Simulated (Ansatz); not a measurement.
Compare A (`CC1(N)OCO1`) with its isomer B (`COCC(=N)O`).

Isolated molecules relaxed with PBE0-D4/def2-TZVP in Ansatz; ΔE leaves out vibrations. CCSD(T)/CBS is the MP2 limit (def2-TZVPP, def2-QZVPP) plus CCSD(T) − MP2 in def2-TZVPP, frozen cores. Functionals use def2-TZVPP. B3LYP here is the variant with VWN-RPA as its local correlation; programs differ in this. One conformer a species, not always the lowest.

**Question.** Which isomer does CCSD(T)/CBS put lower? Give the gap. (Estimate.)

**Answer.** Ansatz gave: B, by 6.1 kcal/mol.

**Question.** Give E(B) − E(A) in kcal/mol with B3LYP-D4, CCSD(T)/def2-TZVPP, CCSD/def2-TZVPP, PBE0-D4, ωB97M-V, r2SCAN-D4, B3LYP. (Best estimate.)

**Answer.** Computed: B3LYP-D4 -9.4, CCSD(T)/def2-TZVPP -6.2, CCSD/def2-TZVPP -6.0, PBE0-D4 -4.8, ωB97M-V -5.5, r2SCAN-D4 -6.8, B3LYP -9.8. None reverses the order clearly.

Largest T1 diagnostic: 0.013.

In def2-TZVPP, CCSD(T) changes the Hartree–Fock value by +2.0 kcal/mol (the triples alone add −0.3 kcal/mol) and MP2 by +2.6 kcal/mol. From PBE to PBE0 (25 % exact exchange), in def2-TZVPP and without D4, E(B) − E(A) moves by +2.2 kcal/mol.
